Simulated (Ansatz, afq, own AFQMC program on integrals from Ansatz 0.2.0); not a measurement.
AFQMC on a folder of integrals that Ansatz 0.2.0 wrote.

```yaml
crystal:
  periodic: [false, false, false]
  atoms:
    - {symbol: Ge, position_ang: [0.000062, 0.000000, 0.457578]}
    - {symbol: C, position_ang: [0.013252, 0.000000, -2.110623]}
    - {symbol: H, position_ang: [-1.357188, -0.000011, -2.483320]}
    - {symbol: H, position_ang: [0.597388, 1.154835, -2.671489]}
    - {symbol: H, position_ang: [0.597408, -1.154825, -2.671489]}
basis:
  gaussian: {orbitals: cc-pVDZ}
magnetization: {spin_polarized: true, initial_magnetization: 1}
correlation: {method: ccsd_t, electrons: outside_noble_gas, hamiltonian_folder: ham}
```

```sh
$ ansatz run in.yaml --threads 1 --pin off --events-out ev --progress --plain --max-ram 1382MiB
```

Options of the walk:

```
--method phaseless --trial cisd --walkers 60 --populations 1 --least-time 40 --time-step 0.005 --steps-per-block 50 --equilibration-blocks 40 --max-blocks 300 --target-error 0.0008 --factor-cut 1e-05 --start spin_pure --seed 2193 --release-times 0.24,0.51,0.99,1.62,2.4 --release-step 0.03 --release-every 4 --taylor-order 6
```

Times are imaginary, in 1/Eh. The walk had a cap of 1706 s. Filled inner d shells are frozen with the cores.

afq prints:

```
orbitals 41  electrons 6 5  factors 305 of 594
reference energy -2114.74616019 Eh
CCSD correlation -0.26043958 Eh in 17 cycles, weight of the determinant in the CISD state 0.8072
energy of the start -2114.993824 Eh
 block  time / (1/Eh)  mean weight  energy / Eh
     1     0.250  1.0013  -2114.995144
     2     0.500  0.9983  -2115.000141
     3     0.750  1.0011  -2115.001799
     4     1.000  1.0002  -2115.004709
     5     1.250  1.0011  -2115.011978
     7     1.750  0.9992  -2115.013932
     9     2.250  1.0021  -2115.007171
    13     3.250  1.0014  -2115.007747
    25     6.250  1.0018  -2115.020981
    37     9.250  1.0015  -2115.008430
    49    12.250  1.0007  -2115.015857
    61    15.250  1.0008  -2115.009225
    73    18.250  1.0008  -2115.014813
    85    21.250  1.0004  -2115.014738
    97    24.250  0.9999  -2115.023163
   109    27.250  1.0017  -2115.032119
   121    30.250  1.0008  -2115.013032
   133    33.250  1.0009  -2115.007313
   145    36.250  0.9986  -2115.020756
   157    39.250  1.0020  -2115.021877
   169    42.250  0.9995  -2115.017893
   181    45.250  0.9990  -2115.028361
   193    48.250  0.9997  -2115.023888
   205    51.250  0.9983  -2115.015136
   217    54.250  1.0027  -2115.024042
   229    57.250  1.0025  -2115.020506
   241    60.250  1.0020  -2115.018322
   247    61.750  0.9977  -2115.014415
blocks merged  error / Eh  count
     1  0.000501  210
     2  0.000599  105
     4  0.000666  52
     8  0.000711  26
    16  0.000783  13
released: time / (1/Eh)  energy / Eh  error  mean overlap
  0.24  -2115.018702  0.000870  0.9879
  0.51  -2115.019975  0.000915  0.9858
  0.99  -2115.019412  0.000961  0.9830
  1.62  -2115.019378  0.000821  0.9787
  2.40  -2115.019261  0.001208  0.9875
energy -2115.019146 +/- 0.000711 Eh
(rows thinned)
```

The run passed its tests (sampling time, drift between the halves within three errors, error under three times the target), which doesn't prove that it has relaxed. The second half of the sampling lies below the first by 1.6 errors of their difference, so the energy may still be moving and its error bar be too small.

Against this walk (error 19.4 meV) on the same determinant: CCSD(T) 61.6 meV higher. The error is statistical and leaves out the bias of the constraint. The determinant has ⟨S²⟩ = 0.95, so the low cluster orders mix in higher spin (the high orders can go on to a lower state of that spin), while the walk starts as a pure doublet. None of these is a sure reference here. Released to 2.40 1/Eh the energy moves by -3 ± 38 meV (both errors), within twice the noise.

Cautions: constraint bias not in the error; no relativity below Rb; no spin-orbit coupling; inner d shell frozen; higher spins were not checked; raised T1 diagnostic (T1 0.043, weight of the determinant 0.81, largest double 0.11); unrestricted determinant spin contaminated (⟨S²⟩ 0.95 against 0.75); the bias of populations of 60 walkers isn't removed.

The walk took 7.8 min on 1 thread of Intel(R) Xeon(R) 6975P-C (Granite Rapids), with other jobs on the host. The log's last line is the phaseless energy.

A walk keeps the symmetry of its determinant, which the program's search chose and which needn't be the lowest solution, so a lower state of the same spin and another symmetry isn't excluded.
